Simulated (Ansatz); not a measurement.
The cluster Al₂Si. The state is a singlet with charge 0. Geometry B3LYP-D4/def2-TZVP.

```csv
atom,x (Å),y (Å),z (Å)
Al1,-0.2121,1.3269,-0.4577
Al2,1.2743,-0.5131,0.3577
Si3,-1.0622,-0.8137,0.1000
```

LC-ωPBE has ω = 0.4 bohr⁻¹. The restricted singlet is unstable towards broken spin symmetry at other levels; at PBE-D4/def2-SVP, CAM-B3LYP-D4/def2-TZVP, LC-ωPBE/def2-TZVP this wasn't settled. At PBE-D4/def2-TZVP, PBE0-D4/def2-TZVP the restricted singlet is unstable: a solution with broken spin symmetry lies lower. At PBE0-D4/def2-TZVP a triplet of charge 0 lies 0.23 eV below the restricted singlet, each at its own geometry. The structure comes from a short search, and lower isomers may exist.

Question: Estimate the orbital energies around the gap (eV) in Ansatz with PBE-D4/def2-SVP, PBE-D4/def2-TZVP, PBE0-D4/def2-TZVP, CAM-B3LYP-D4/def2-TZVP, LC-ωPBE/def2-TZVP.

Answer: 
```tsv
orbital	PBE-D4/def2-SVP	PBE-D4/def2-TZVP	PBE0-D4/def2-TZVP	CAM-B3LYP-D4/def2-TZVP	LC-ωPBE/def2-TZVP
HOMO−13	-94.60	-94.33	-99.79	-100.83	-100.31
HOMO−12	-94.47	-94.21	-99.68	-100.69	-100.14
HOMO−11	-94.40	-94.12	-99.61	-100.62	-100.03
HOMO−10	-69.76	-69.56	-74.41	-75.65	-75.68
HOMO−9	-69.75	-69.55	-74.40	-75.63	-75.66
HOMO−8	-69.69	-69.50	-74.36	-75.58	-75.60
HOMO−7	-69.69	-69.50	-74.36	-75.58	-75.60
HOMO−6	-69.65	-69.44	-74.32	-75.54	-75.54
HOMO−5	-69.63	-69.42	-74.30	-75.53	-75.53
HOMO−4	-12.32	-12.19	-13.88	-15.54	-17.43
HOMO−3	-8.14	-8.10	-9.12	-10.33	-11.66
HOMO−2	-7.54	-7.48	-8.34	-9.40	-10.56
HOMO−1	-5.05	-4.97	-5.73	-6.63	-7.86
HOMO	-4.75	-4.67	-5.41	-6.37	-7.48
LUMO	-4.27	-4.21	-3.63	-2.61	-1.92
LUMO+1	-3.78	-3.73	-3.12	-2.07	-1.37
LUMO+2	-2.05	-2.08	-1.42	-0.39	0.38
LUMO+3	-1.83	-1.81	-1.16	-0.15	0.61
LUMO+4	-0.11	-0.17	0.58	1.46	2.34
LUMO+5	0.41	0.02	0.64	1.51	2.39
```
